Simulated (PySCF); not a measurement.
# Removing an electron from `[H]/N=C\C(=C)Cl`

C3H4ClN.
Structure used (PBE0-D3(BJ)/def2-SVP), in Å, numbered top down from 1:
```xyz
9
C3H4ClN angstrom
C      1.2232    0.5375    0.2150
C      0.1522    0.2918   -0.5458
Cl     0.0486    0.8971   -2.1691
C     -1.0043   -0.4986   -0.0760
N     -2.0605   -0.7847   -0.7120
H      2.0687    1.1236   -0.1477
H      1.2573    0.1413    1.2330
H     -0.8927   -0.8635    0.9591
H     -2.0155   -0.3749   -1.6545
```

Level: CAM-B3LYP/def2-SVPD (PySCF). Frontier orbitals with their largest atomic shares (Löwdin; up to four atoms above 4 %):

| orbital | ε (eV) | main atoms |
| --- | --- | --- |
| HOMO−3 | -11.02 | Cl3 38 %, N5 29 %, C4 22 %, C2 7 % |
| HOMO−2 | -10.94 | Cl3 80 %, C2 8 % |
| HOMO−1 | -9.60 | N5 63 %, C4 14 %, H9 8 %, C2 6 % |
| HOMO | -9.22 | ? |
| LUMO | -0.72 | C1 28 %, N5 22 %, C2 20 %, C4 16 % |
| LUMO+1 | 1.07 | Cl3 36 %, C1 16 %, H7 12 %, C2 12 % |
| LUMO+2 | 1.53 | Cl3 44 %, C1 21 %, H6 16 %, C2 8 % |

**Question.** What vertical ionisation energy does ΔSCF give, and how far is −ε(HOMO) from it?

**Answer.** ΔSCF: 10.12 eV (976 kJ/mol; threshold wavelength 123 nm); ⟨S²⟩ of the doublet left behind is 0.772, against 0.75 for a pure doublet. −ε(HOMO) is 9.22 eV, 0.90 eV below it. For the exact functional −ε(HOMO) would equal the first vertical ionisation energy; CAM-B3LYP (range-separated hybrid) falls short of its own ΔSCF value by 9 %.

**Question.** On which atoms does the HOMO lie?

**Answer.** C1 (terminal =CH2 carbon) 29 %, C2 (vinylic C–Cl carbon) 25 %, Cl3 (vinyl chlorine) 22 %, N5 (imine nitrogen) 12 %, so no atom holds as much as 40 %. The HOMO−1 lies 0.38 eV lower.

**Question.** And the vertical electron affinity, the fundamental gap, Mulliken's electronegativity and the hardness (with the factor ½)?

**Answer.** EA = -0.07 eV by ΔSCF (−ε(LUMO) = 0.72 eV); a negative value means that the added electron isn't bound at this geometry and level, and the number then depends on the basis. IE − EA = 10.19 eV against an orbital gap of 8.50 eV; (IE + EA)/2 = 5.02 eV; (IE − EA)/2 = 5.09 eV. Parr's electrophilicity index (IE + EA)²/[8(IE − EA)] is 1.24 eV.

**Question.** How many of the 10 lowest singlet excitations (vertical TDDFT, same level) lie below the ionisation energy?

**Answer.** All 10; they run from 4.84 to 8.21 eV.

**Question.** Shift the occupied levels rigidly so that −ε(HOMO) equals the ΔSCF value. What binding energies result?

**Answer.** The shift is +0.90 eV: HOMO 10.12, HOMO−1 10.50, HOMO−2 11.84, HOMO−3 11.92 eV. A rigid shift is only a rough guide to the deeper ionisations.

**Question.** What kinetic energy would electrons from this vertical process carry with 118.2 nm light (10.49 eV)?

**Answer.** 10.49 − 10.12 = 0.37 eV.

Isolated species at its PBE0-D3(BJ)/def2-SVP geometry (one conformer only).
